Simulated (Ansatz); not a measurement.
**PH⁻, doublet: reading a ladder of total energies**

Geometry: that of the PH, triplet, kept fixed.

```xyz
2

P     0.0000    0.0000    0.0000
H     0.0000    0.0000    1.4282
```

Basis aug-cc-pVDZ; Ansatz 0.2.0. Correlated methods freeze the noble-gas cores, which leaves 7 electrons in 31 orbitals. Prefix R: restricted or restricted open-shell reference; prefix U: unrestricted.

Full CI isn't at hand for all of this; UCCSDT(Q) serves as the reference, and is uncertain by about the last step of the cluster series.

Runs differ by some tens of microhartree through their thresholds and, for an open shell, their frozen cores, so steps under 0.03 kcal/mol mean nothing.

| level | total energy (hartree) |
| --- | --- |
| UHF | -341.281474 |
| UMP2 | -341.399398 |
| UCCSD | -341.421950 |
| UCCSD(T) | -341.426731 |
| UCCSDT | -341.427603 |
| UCCSDT(Q) | -341.427901 |

Problem. What is the correlation energy at UCCSDT(Q), and what share of it do UMP2 and UCCSDT recover?

Solution. E(corr) = -341.427901 − (-341.281474) = -0.146427 hartree = -3.984 eV. UMP2: -0.117924 / -0.146427 = 80.53 %. UCCSDT: -0.146129 / -0.146427 = 99.80 %.

Problem. By how many kcal/mol does UCCSD(T) miss UCCSDT(Q) (1 hartree = 627.509 kcal/mol), and which steps make up the rest?

Solution. -341.426731 − (-341.427901) = 0.001170 hartree = 0.73 kcal/mol. Steps: UCCSDT − UCCSD(T) = -0.55, UCCSDT(Q) − UCCSDT = -0.19 kcal/mol. That is within 1 kcal/mol of the reference in this basis, which itself misses far more of the correlation at the basis-set limit.
